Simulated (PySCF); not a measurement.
Molecule: SMILES C[BH2-][NH3+], CH8BN.

Molfile (atoms numbered from 1):
```
CH8BN
     RDKit          3D

 11 10  0  0  0  0  0  0  0  0999 V2000
    1.1419    0.6364   -0.0739 C   0  0  0  0  0  0  0  0  0  0  0  0
    0.1945   -0.6589    0.0665 B   0  0  0  0  0  0  0  0  0  0  0  0
   -1.3485   -0.1195    0.2583 N   0  0  0  0  0  0  0  0  0  0  0  0
    2.1865    0.3166   -0.2202 H   0  0  0  0  0  0  0  0  0  0  0  0
    0.8938    1.2760   -0.9420 H   0  0  0  0  0  0  0  0  0  0  0  0
    1.1436    1.2857    0.8218 H   0  0  0  0  0  0  0  0  0  0  0  0
    0.4003   -1.3321    1.0749 H   0  0  0  0  0  0  0  0  0  0  0  0
    0.1383   -1.3574   -0.9441 H   0  0  0  0  0  0  0  0  0  0  0  0
   -2.0013   -0.8982    0.3454 H   0  0  0  0  0  0  0  0  0  0  0  0
   -1.4330    0.4610    1.0943 H   0  0  0  0  0  0  0  0  0  0  0  0
   -1.6368    0.4457   -0.5417 H   0  0  0  0  0  0  0  0  0  0  0  0
  1  2  1  0
  2  3  1  0
  1  4  1  0
  1  5  1  0
  1  6  1  0
  2  7  1  0
  2  8  1  0
  3  9  1  0
  3 10  1  0
  3 11  1  0
M  CHG  2   2  -1   3   1
M  END
```

Geometry PBE0-D3(BJ)/def2-SVP throughout; GIAO in PySCF, gas phase, one conformer, non-relativistic; equivalent atoms averaged; functional PBE0.

For orientation, 6-31G* gives these absolute shieldings σ: C1 189.3, B2 129.3, N3 227.8, H9/H10/H11 29.84, H7/H8 29.32, H4/H5/H6 32.03 ppm.

A run gave: C1 192.9, B2 131.9, N3 233.5, H9/H10/H11 30.51, H7/H8 29.58, H4/H5/H6 32.48 ppm (absolute shieldings σ).

**Question.** Which basis set was used in that run?
A. pcSseg-2
B. 6-311+G(2d,p)
C. 6-31G
D. def2-TZVP
E. STO-3G

**Answer.** C. C1 tells them apart best: 6-31G gives 192.9, pcSseg-2 gives 179.3, STO-3G gives 226.8, 6-311+G(2d,p) gives 182.2, def2-TZVP gives 182.6 ppm.
